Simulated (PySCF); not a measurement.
Start geometry of `C=O` (CH2O) from GFN2-xTB (Å):
```
atom  x, y, z in Å
C1     0.024   -0.025   -0.002
O2     1.171   -0.214   -0.017
H3    -0.769   -0.809   -0.005
H4    -0.388    1.021   -0.010
```

Problem. What comes out of this run: PBE0-D3(BJ)/def2-SVP geometry optimisation, gas phase (PySCF)?

Solution. 
```
atom  x, y, z in Å
C1     0.0932   -0.0451   -0.0262
O2     1.2730   -0.2410   -0.0496
H3    -0.6553   -0.8781   -0.0350
H4    -0.3453    0.9848    0.0062
```

The energy falls by 6.5 kJ/mol over 8 energy and gradient evaluations, the largest force component goes from 0.0636 to 2.0e-05 Eh/bohr, and the atoms move by 0.021 Å rms after alignment. The bond that changes most is C1=O2 (formaldehyde carbon to aldehyde oxygen), which lengthens by 0.033 Å. Bonds longer at the end by more than 0.005 Å: 2 of 3; shorter: 0. Among the angles that change most is O2–C1–H3, from 125.9° to 122.5°. Rotational constants go from 287224, 40913, 35813 to 281077, 39132, 34350 MHz. The orientation of the end geometry is arbitrary; only internal coordinates are fixed.

The run used 38 basis functions and 46 SCF cycles in all. Hardware: one thread of an Intel Xeon 6975P-C (shared host). Cost: 1.7 s wall, 0.25 GiB resident at most.

No PBE0-D3(BJ)/def2-SVP frequencies stand behind this structure, so it isn't proved a minimum.
